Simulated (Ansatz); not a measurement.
The same path of C2H4N (7 atoms, charge -1, multiplicity 1) was run twice with different band settings. Lost on the way: C1–H6. Made: C2–H6.

These are results of UKS B3LYP-D4/def2-SVP (Ansatz), not measurements.

Relaxed end points:

```xyz
7
Properties=species:S:1:pos:R:3
C -0.675 0.356 -0.329
C 0.111 -0.653 0.548
N 1.391 -0.419 0.418
H -1.381 0.940 0.298
H -0.020 1.073 -0.892
H -1.313 -0.186 -1.059
H 1.886 -1.112 1.018
```

```xyz
7
Properties=species:S:1:pos:R:3
C -0.564 0.843 -0.356
C 0.067 -0.307 0.108
N 1.357 -0.516 0.372
H -1.646 0.856 -0.524
H 0.006 1.759 -0.562
H -0.665 -1.148 0.266
H 1.445 -1.488 0.697
```

Common settings: movable images 5; climbing image yes; spring 5.0 eV/Å²; start path through a guess of the saddle point; force threshold 0.05 eV/Å; iteration limit 60; end points relaxed.

| run | optimiser | largest step |
| --- | --- | --- |
| 1 | quadratic models (default) | default |
| 2 | fire | 0.02 Å |

Question: What does each run give, and how far can it be trusted?

Answer: Run 1: converged after 7 iterations, highest image 1.712 eV above the first end. Neighbouring images differ by up to 1.2 eV, so the band resolves the path poorly. A vibrational analysis at the climbing image gives one clearly imaginary mode, 1594i cm⁻¹: a first-order saddle point.
Run 2: converged after 32 iterations, highest image 1.712 eV above the first end. Neighbouring images differ by up to 1.2 eV, so the band resolves the path poorly. Another band between the same ends (5 images) ends at a top of the same energy, where a vibrational analysis finds 1 clearly imaginary mode.
The orbitals stay closed-shell, which can raise the energy where a bond breaks towards radicals; this wasn't checked here. Limits of this set-up: an anion without diffuse functions, the dipole of an ion depends on the origin.
